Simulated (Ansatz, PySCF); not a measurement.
Breaking a bond: SMILES CCO (C₂H₆O). The C1–C5 bond (C1 also carries H, H, H; C5 carries H, H, O) is stretched with both fragments frozen at the PBE0/def2-TZVP optimised geometry.

Methods: RKS-PBE = restricted PBE/cc-pVDZ run with Ansatz (a quantum-chemistry and plane-wave program); UKS-PBE = Ansatz with unrestricted PBE/cc-pVDZ; UKS-B3LYP = unrestricted B3LYP/cc-pVDZ (PySCF); UCCSD(T) = CCSD(T) on UHF/cc-pVDZ, 3 core orbitals frozen (PySCF 2.14.0).

Energies relative to the lowest point of each curve near equilibrium, in kcal/mol; the last columns give the difference from UCCSD(T):

```
R / Å  RKS-PBE  UKS-PBE  UKS-B3LYP  UCCSD(T)  RKS-PBE − UCCSD(T)  UKS-PBE − UCCSD(T)  UKS-B3LYP − UCCSD(T)
-----  -------  -------  ---------  --------  ------------------  ------------------  --------------------
1.21      58.3     58.3       58.3      63.0                -4.7                -4.7                  -4.7
1.30      24.8     24.8       24.7      27.0                -2.2                -2.2                  -2.3
1.37      10.3     10.3       10.2      11.4                -1.0                -1.0                  -1.2
1.43       3.5      3.5        3.4       3.9                -0.4                -0.4                  -0.5
1.46       1.5      1.5        1.5       1.8                -0.2                -0.2                  -0.3
1.51       0.0      0.0        0.0       0.0                 0.0                 0.0                   0.0
1.55       0.0      0.0        0.1       0.0                 0.0                 0.0                   0.1
1.59       0.9      0.9        1.1       0.9                 0.0                 0.0                   0.1
1.65       3.5      3.5        3.8       3.7                -0.2                -0.2                   0.1
1.77      11.6     11.6       12.3      12.5                -0.9                -0.9                  -0.1
1.87      19.9     19.9       21.1      21.5                -1.6                -1.6                  -0.4
2.06      36.6     36.6       38.7      39.4                -2.8                -2.8                  -0.7
2.29      55.5     55.5       58.8      60.4                -4.9                -4.9                  -1.6
2.49      69.7     69.7       74.1      76.0                -6.3                -6.3                  -1.9
2.71      82.7     82.7       86.7      89.1                -6.4                -6.4                  -2.5
3.05      98.1     95.8       95.9      99.0                -0.9                -3.2                  -3.1
3.30     106.5    100.2       98.9     101.5                 5.0                -1.3                  -2.5
3.74     116.9    103.6      101.3     102.9                13.9                 0.7                  -1.6
4.10     122.5    104.8      102.0     103.3                19.2                 1.5                  -1.3
4.58     127.3    105.5      102.4     103.5                23.8                 2.0                  -1.1
5.28     130.8    105.7      102.5     103.6                27.2                 2.1                  -1.1
```

RKS-PBE is furthest from UCCSD(T) at 5.28 (27.2 kcal/mol, above); its mean absolute difference over the points is 5.8 kcal/mol.

UKS-PBE is furthest from UCCSD(T) at 2.71 (-6.4 kcal/mol, below); its mean absolute difference over the points is 2.0 kcal/mol.

UKS-B3LYP is furthest from UCCSD(T) at 1.21 (-4.7 kcal/mol, below); its mean absolute difference over the points is 1.3 kcal/mol.

The restricted form behind RKS-PBE keeps the bonding electrons paired and can't separate into open-shell fragments. The unrestricted determinant behind UKS-PBE is spin-contaminated at 3.05 to 5.28 Å (<S²> up to 1.0, against 0.00 for a pure singlet). The unrestricted determinant behind UKS-B3LYP is spin-contaminated at 2.71 to 5.28 Å (<S²> up to 1.0, against 0.00 for a pure singlet). The unrestricted determinant behind UCCSD(T) is spin-contaminated at 2.29 to 5.28 Å (<S²> up to 1.0, against 0.00 for a pure singlet).
